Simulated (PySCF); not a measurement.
# Computed NMR parameters against published values

Geometry:
```
atom   x (Å)   y (Å)   z (Å)
  C1   0.879  -0.991  -0.365
  C2  -0.006  -0.001   0.402
  C3  -1.456  -0.071  -0.070
  C4   0.534   1.381   0.186
  O5   0.091   2.257  -0.473
 Cl6   2.064   1.635   1.057
  H7   0.510  -2.002  -0.214
  H8   1.907  -0.939  -0.017
  H9   0.858  -0.769  -1.430
 H10   0.055  -0.232   1.470
 H11  -2.071   0.639   0.477
 H12  -1.850  -1.072   0.089
 H13  -1.520   0.167  -1.129
```

The experiment to reproduce: δ ¹³C C2 46.5; C1/C3 19.0; δ ¹H H10 2.97; H7/H8/H9/H11/H12/H13 1.31 ppm (measured; solution, not stated per compound (mostly CDCl3 or CCl4); Pretsch, Buehlmann, Badertscher, Structure Determination of Organic Compounds, 4th ed. (2009)).

PySCF calculation with GFN2-xTB structure and GIAO PBE0/pcSseg-1 shieldings; single conformer, averaged over atoms made equivalent by symmetry, fast rotation or ring inversion, gas phase, no relativistic terms.

(1) What does the calculation give, and how does it compare?

(2) How far are the unscaled ¹³C shifts from the references?

(3) How far are the unscaled ¹H shifts from the references?

## Answers

(1) 
Reference values: measured (solution, not stated per compound (mostly CDCl3 or CCl4); Pretsch, Buehlmann, Badertscher, Structure Determination of Organic Compounds, 4th ed. (2009)).
```json
{"atoms": "C2", "quantity": "δ ¹³C", "reference": "46.5", "computed": "49.2", "computed, scaled": "45.8"}
{"atoms": "C1/C3", "quantity": "δ ¹³C", "reference": "19.0", "computed": "21.6", "computed, scaled": "18.9"}
{"atoms": "H10", "quantity": "δ ¹H", "reference": "2.97", "computed": "2.73", "computed, scaled": "2.66"}
{"atoms": "H7/H8/H9/H11/H12/H13", "quantity": "δ ¹H", "reference": "1.31", "computed": "1.30", "computed, scaled": "1.32"}
```

Computed shifts are σ(ref) − σ with the named reference compound (TMS for H and C) calculated as an isolated molecule at the same level. The measured values may be among those fitted. Scaled to experiment by linear calibration (H and C: mostly CDCl3 data, vs TMS): ¹³C (scatter 2.1 ppm rms, 2.3 ppm with the 13 outliers that the fit left out, with a fitted term for attached Cl); ¹H (scatter 0.17 ppm rms, 0.18 ppm with the 4 outliers that the fit left out). A few per cent of atoms miss by over 2 rms, more outside the fitted compound classes.

(2) Mean signed difference +2.65 ppm, mean absolute 2.65 ppm over 2 comparisons; the largest is +2.7 ppm at C2 (sp3 CH α to a carbonyl).

(3) Mean signed difference -0.13 ppm, mean absolute 0.13 ppm over 2 comparisons; the largest is -0.24 ppm at H10 (hydrogen on an sp3 CH α to a carbonyl).
